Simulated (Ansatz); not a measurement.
# CH2F2 (difluoromethane): levels of theory compared

Aim: a comparison of 6 runs (SVWN5/STO-3G, UPBE0/STO-3G, r2SCAN/STO-3G, RPA@PBE/STO-3G, UMP2/STO-3G, CCSD/STO-3G) of CH2F2 (difluoromethane). 

The results are computed with Ansatz 0.2.0.

44 further runs of the same task are left out: 1 that didn't finish, 43 set aside as unsound or not needed.

### 1 The structure to begin with

The species is CH2F2 (5 atoms), meant as a singlet with charge 0. SMILES: `FCF`. The H5–C2 distance was set to 1.640 Å, away from the relaxed value. At this shape a bond of the SMILES string is far longer than usual.

Bond lengths: F1–C2 1.351 Å, C2–F3 1.351 Å, C2–H4 1.093 Å. Angles: F1–C2–F3 108.6°, F1–C2–H4 108.8°, F3–C2–H4 108.8°. A long bond or contact: C2–H5 1.640 Å.

### 2 A single-point energy at SVWN5/STO-3G (run 1)

Input file run.yaml:

```yaml
crystal:
  periodic: [false, false, false]
  atoms:
    - symbol: F
      position_ang: [-1.150900, -0.249351, 1.012701]
    - symbol: C
      position_ang: [-0.067500, -0.457451, 0.232101]
    - symbol: F
      position_ang: [1.012900, -0.619751, 1.027601]
    - symbol: H
      position_ang: [-0.220300, -1.373451, -0.345099]
    - symbol: H
      position_ang: [0.165300, 0.864200, -0.711100]
basis:
  gaussian: {orbitals: STO-3G}
accuracy: high
hamiltonian: {xc: {name: SVWN5}}
```

On the command line:

```bash
ansatz run run.yaml --threads 1 --pin off --max-ram 2610MiB --events-out events.jsonl --progress --plain --runs-dir runs
```

What it wrote:

```text
Warning: RAYON_NUM_THREADS=1 ignored (pool sized by the plan → 1); use --threads N
Functional definition: SVWN5
  name "SVWN5"
  exchange = slater_x
  correlation = vwn5_c
295 factors; integrals over basis functions are off by at most 3.7e-8 eV
mean field evaluation 1: about -6362.2613 eV, gradient 1.7e1 eV
mean field evaluation 2: about -6360.1411 eV, gradient 2.8e1 eV
mean field evaluation 4: about -6363.2519 eV, gradient 1.3e0 eV
mean field evaluation 8: about -6363.1796 eV, gradient 3.6e-3 eV
mean field evaluation 16: about -6363.1796 eV, gradient 1.6e-8 eV
mean field -6363.17959431 eV, -233.8425369730 hartree, gradient 2.0e-8 eV, S^2 0.000000; 0 other end points of the search recorded, 0 dependent functions left out
reference -6363.17959562 eV, -233.8425370208 hartree; 13, 13 occupied and 4, 4 virtual orbitals, 295 factors
Total energy: -6363.17959562 eV, -233.8425370208 hartree
```

It took 0.5 s on 1 thread of Arm Neoverse V2, shared host.

### 3 A single-point energy at UPBE0/STO-3G (run 2)

Input file input.yaml:

```yaml
crystal:
  periodic: [false, false, false]
  atoms:
    - {symbol: F, position_ang: [-1.150900, -0.249351, 1.012701]}
    - {symbol: C, position_ang: [-0.067500, -0.457451, 0.232101]}
    - {symbol: F, position_ang: [1.012900, -0.619751, 1.027601]}
    - {symbol: H, position_ang: [-0.220300, -1.373451, -0.345099]}
    - {symbol: H, position_ang: [0.165300, 0.864200, -0.711100]}
basis:
  gaussian:
    orbitals: STO-3G
magnetization:
  spin_polarized: true
hamiltonian:
  xc: {name: PBE0}
accuracy: high
```

On the command line:

```bash
ansatz run input.yaml --threads 1 --pin off --max-ram 2610MiB --events-out events.jsonl --progress --plain --runs-dir runs
```

What it wrote:

```text
Warning: RAYON_NUM_THREADS=1 ignored (pool sized by the plan → 1); use --threads N
Functional definition: PBE0
  name "PBE0"
  parameter a = 0.25
  parameter kappa = 0.804
  parameter beta = 0.06672455060314922
  exchange = (1 - a)*pbe_x(kappa = kappa, mu = beta*pi^2/3) + a*exact_x
  correlation = pbe_c(beta = beta)
295 factors; integrals over basis functions are off by at most 3.7e-8 eV
mean field evaluation 1: about -6401.4577 eV, gradient 1.6e1 eV
mean field evaluation 2: about -6400.9143 eV, gradient 1.9e1 eV
mean field evaluation 4: about -6403.1931 eV, gradient 3.0e-1 eV
mean field evaluation 8: about -6403.1750 eV, gradient 2.6e-3 eV
mean field evaluation 16: about -6403.1750 eV, gradient 7.9e-8 eV
mean field -6403.17496920 eV, -235.3123398900 hartree, gradient 7.9e-8 eV, S^2 0.000000; 0 other end points of the search recorded, 0 dependent functions left out
reference -6403.17497021 eV, -235.3123399273 hartree; 13, 13 occupied and 4, 4 virtual orbitals, 295 factors
Total energy: -6403.17497021 eV, -235.3123399273 hartree
```

It took 1.2 s on 1 thread of Arm Neoverse V2, shared host; peak memory 0.12 GiB.

Runs 3 to 4 aren't shown in full; the table further down has their settings and results.

### 4 A single-point energy at UMP2/STO-3G (run 5)

Input file molecule.yaml:

```yaml
basis:
  gaussian:
    orbitals: STO-3G
crystal:
  periodic: [false, false, false]
  atoms:
    - symbol: F
      position_ang: [-1.150900, -0.249351, 1.012701]
    - symbol: C
      position_ang: [-0.067500, -0.457451, 0.232101]
    - symbol: F
      position_ang: [1.012900, -0.619751, 1.027601]
    - symbol: H
      position_ang: [-0.220300, -1.373451, -0.345099]
    - symbol: H
      position_ang: [0.165300, 0.864200, -0.711100]
magnetization:
  spin_polarized: true
correlation:
  method: mp2
  frozen_orbitals: {C: 1, F: 1, H: 0}
accuracy: high
```

On the command line:

```bash
ansatz run molecule.yaml --threads 1 --pin off --max-ram 2610MiB --events-out events.jsonl --progress --plain --runs-dir runs
```

What it wrote:

```text
Warning: RAYON_NUM_THREADS=1 ignored (pool sized by the plan → 1); use --threads N
Functional definition: HF
  name "HF"
  exchange = exact_x
  correlation = 0
295 factors; integrals over basis functions are off by at most 3.7e-8 eV
mean field evaluation 1: about -6377.8483 eV, gradient 2.2e1 eV
mean field evaluation 2: about -6377.9697 eV, gradient 2.2e1 eV
mean field evaluation 4: about -6381.5158 eV, gradient 1.3e0 eV
mean field evaluation 8: about -6381.5356 eV, gradient 1.4e-5 eV
mean field evaluation 16: about -6381.6091 eV, gradient 6.7e-2 eV
mean field -6381.60412252 eV, -234.5196258960 hartree, gradient 1.3e-8 eV, S^2 0.217012; 1 other end points of the search recorded, 0 dependent functions left out
3 core orbitals not correlated: weight in the atoms' cores, before any rotation towards them, 1.000 or more for the frozen orbitals, at most 0.000 for the correlated occupied ones
reference -6381.60412252 eV, -234.5196258960 hartree; 10, 10 occupied and 4, 4 virtual orbitals, 295 factors
second order -2.49391742 eV of doubles, -0.00000000 eV of singles
Total energy: -6384.09803994 eV, -234.6112756709 hartree
```

It took 0.1 s on 1 thread of Arm Neoverse V2, shared host.

### 5 A single-point energy at CCSD/STO-3G (run 6)

Input file molecule.yaml:

```yaml
crystal:
  periodic: [false, false, false]
  atoms:
    - {symbol: F, position_ang: [-1.150900, -0.249351, 1.012701]}
    - {symbol: C, position_ang: [-0.067500, -0.457451, 0.232101]}
    - {symbol: F, position_ang: [1.012900, -0.619751, 1.027601]}
    - {symbol: H, position_ang: [-0.220300, -1.373451, -0.345099]}
    - {symbol: H, position_ang: [0.165300, 0.864200, -0.711100]}
basis:
  gaussian: {orbitals: STO-3G}
correlation: {method: ccsd, frozen_orbitals: {C: 1, F: 1, H: 0}}
accuracy: high
scf: {omitted_lower_state_checks: [cluster_reference, increment]}
```

On the command line:

```bash
ansatz run molecule.yaml --threads 1 --pin off --max-ram 2610MiB --events-out events.jsonl --progress --plain --runs-dir runs
```

What it wrote, shortened:

```text
Warning: RAYON_NUM_THREADS=1 ignored (pool sized by the plan → 1); use --threads N
[... 2 set-up lines as earlier in the session ...]
[...]
295 factors; integrals over basis functions are off by at most 3.7e-8 eV
[...]
mean field -6381.53563605 eV, -234.5171090645 hartree, gradient 2.9e-8 eV, S^2 0.000000; 0 other end points of the search recorded, 0 dependent functions left out; unrestricted orbitals would lower it
3 core orbitals not correlated: weight in the atoms' cores, before any rotation towards them, 1.000 or more for the frozen orbitals, at most 0.000 for the correlated occupied ones
reference -6381.53563605 eV, -234.5171090645 hartree; 10, 10 occupied and 4, 4 virtual orbitals, 295 factors
second order -2.83873021 eV of doubles, -0.00000000 eV of singles
cycle   1  -3.45288995 eV  change   -6.1e-1 eV  update   8.5e-2
[...]
cycle  21  -3.88576432 eV  change  -9.3e-10 eV  update  2.5e-10
Total energy: -6385.42140037 eV, -234.6599082695 hartree
Checks for a lower state left out: cluster_reference, increment
```

It took 0.12 s on 1 thread of Arm Neoverse V2, shared host.

### 6 The series

```csv
run,level,frozen core orbitals,energy (Eh),wall time
1,SVWN5/STO-3G,–,-233.842537,0.5 s
2,UPBE0/STO-3G,–,-235.312340,1.2 s
3,r2SCAN/STO-3G,–,-235.448975,1.7 s
4,RPA@PBE/STO-3G,3,-234.723098,1.1 s
5,UMP2/STO-3G,3,-234.611276,0.1 s
6,CCSD/STO-3G,3,-234.659908,0.12 s
```

### 7 Outcome

| quantity | value |
| --- | --- |
| run 6: total energy | -234.65991 Eh |
| run 6: correlation energy (3 core orbitals frozen) | -142.8 mEh |
| run 6: T1 diagnostic | 0.010 |

What this shows: Totals of different functionals can't be ranked against each other. In run 6 the log says that unrestricted orbitals would lower the reference, so the values rest on an unstable closed-shell determinant (other closed-shell runs at this shape may share the fault). In runs 1, 2, 3, 4, 5, 6 the basis is minimal, so the values are rough. Spin contamination of the reference: run 5 ⟨S²⟩ = 0.22. All runs together took 4.8 s, the longest 1.7 s.
